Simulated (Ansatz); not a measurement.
# HC–SeH⁺, doublet: reading a ladder of total energies

Geometry: that of the HC–SeH, triplet, kept fixed.

```tsv
atom	x (Å)	y (Å)	z (Å)
C	-0.1382	0.0631	1.5565
Se	0.0124	-0.0276	-0.2598
H	0.6196	-0.0163	2.3303
H	0.0556	1.4286	-0.5243
```

Basis cc-pVDZ; Ansatz 0.2.0. Correlated methods freeze the noble-gas cores and the filled d shells of p-block atoms, which leaves 11 electrons in 36 orbitals. Prefix R: restricted or restricted open-shell reference. No spin–orbit coupling is included, and no scalar relativity.

Full CI isn't at hand for all of this; RCCSDT(Q) serves as the reference, and is uncertain by about the last step of the cluster series.

Runs differ by some tens of microhartree through their thresholds and, for an open shell, their frozen cores, so steps under 0.03 kcal/mol mean nothing.

```csv
level,total energy (hartree)
RHF,-2438.405856
RMP2,-2438.629396
RCCSD,-2438.669425
RCCSD(T),-2438.683029
RCCSDT,-2438.684217
RCCSDT(Q),-2438.685276
```

Question: What is the correlation energy at RCCSDT(Q), and what share of it do RMP2 and RCCSD(T) recover?

Answer: E(corr) = -2438.685276 − (-2438.405856) = -0.279420 hartree = -7.603 eV. RMP2: -0.223540 / -0.279420 = 80.00 %. RCCSD(T): -0.277173 / -0.279420 = 99.20 %.

Question: By how many kcal/mol does RCCSD(T) miss RCCSDT(Q) (1 hartree = 627.509 kcal/mol), and which steps make up the rest?

Answer: -2438.683029 − (-2438.685276) = 0.002247 hartree = 1.41 kcal/mol. Steps: RCCSDT − RCCSD(T) = -0.75, RCCSDT(Q) − RCCSDT = -0.66 kcal/mol. With more than one leading determinant such errors change with state and geometry, and needn't cancel in differences.
